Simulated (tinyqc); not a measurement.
CCSD on RHF in the sto-3g basis, frozen core, for H2F+, spin multiplicity 1, step by step. One step of it, computed by the program tinyqc.

Task: Iteration 7 (converged): orbitals. Diagonalise F' = X^T F X, C = X C', fill 5 alpha and 5 beta electrons from the bottom; D = 2 C_occ C_occ^T. Each column has its largest component positive (the first on a tie).

converged F (hartree), lower triangle:
```
,1F 1s,1F 2s,1F 2px,1F 2py,1F 2pz,2H 1s,3H 1s
1F 1s,-26.524333
1F 2s,-6.765359,-3.535422
1F 2px,0.000000,0.000000,-0.965870
1F 2py,0.000000,0.000000,0.000000,-0.846778
1F 2pz,-0.018456,-0.068199,0.000000,0.000000,-0.899381
2H 1s,-0.773714,-0.863372,0.000000,-0.451804,-0.313779,-0.650684
3H 1s,-0.773714,-0.863372,0.000000,0.451804,-0.313779,-0.191627,-0.650684
```

X, lower triangle:
```
,1F 1s,1F 2s,1F 2px,1F 2py,1F 2pz,2H 1s,3H 1s
1F 1s,1.023236
1F 2s,-0.131689,1.095595
1F 2px,0.000000,0.000000,1.000000
1F 2py,0.000000,0.000000,0.000000,1.043246
1F 2pz,-0.003574,0.031814,0.000000,0.000000,1.013785
2H 1s,0.014772,-0.158590,0.000000,-0.128913,-0.068998,1.067714
3H 1s,0.014772,-0.158590,0.000000,0.128913,-0.068998,-0.044160,1.067714
```

Give: F' = X^T F X; orbital energies; coefficients C; D after iteration 7.

Result:

F' = X^T F X (hartree), lower triangle:
```
,1,2,3,4,5,6,7
1,-26.050
2,-3.424,-2.258
3,0.000,0.000,-0.966
4,0.000,0.000,0.000,-0.694
5,-0.033,0.025,0.000,0.000,-0.844
6,-0.065,-0.362,0.000,-0.359,-0.226,-0.377
7,-0.065,-0.362,0.000,0.359,-0.226,-0.040,-0.377
```

orbital energies (hartree): MO1 -26.534, MO2 -1.940, MO3 -1.054, MO4 -0.975, MO5 -0.966, MO6 -0.121, MO7 0.024

coefficients C:
```
,MO1,MO2,MO3,MO4,MO5,MO6,MO7
1F 1s,0.995,-0.254,0.000,0.052,0.000,0.088,0.000
1F 2s,0.021,0.973,0.000,-0.257,0.000,-0.506,0.000
1F 2px,0.000,0.000,0.000,0.000,1.000,0.000,0.000
1F 2py,0.000,0.000,0.746,0.000,0.000,0.000,0.752
1F 2pz,0.002,0.068,0.000,0.887,0.000,-0.497,0.000
2H 1s,-0.003,0.077,0.349,0.225,0.000,0.705,-0.716
3H 1s,-0.003,0.077,-0.349,0.225,0.000,0.705,0.716
```

D after iteration 7, lower triangle:
```
,1F 1s,1F 2s,1F 2px,1F 2py,1F 2pz,2H 1s,3H 1s
1F 1s,2.114
1F 2s,-0.478,2.026
1F 2px,0.000,0.000,2.000
1F 2py,0.000,0.000,0.000,1.112
1F 2pz,0.061,-0.325,0.000,0.000,1.582
2H 1s,-0.022,0.033,0.000,0.521,0.410,0.357
3H 1s,-0.022,0.033,0.000,-0.521,0.410,-0.131,0.357
```
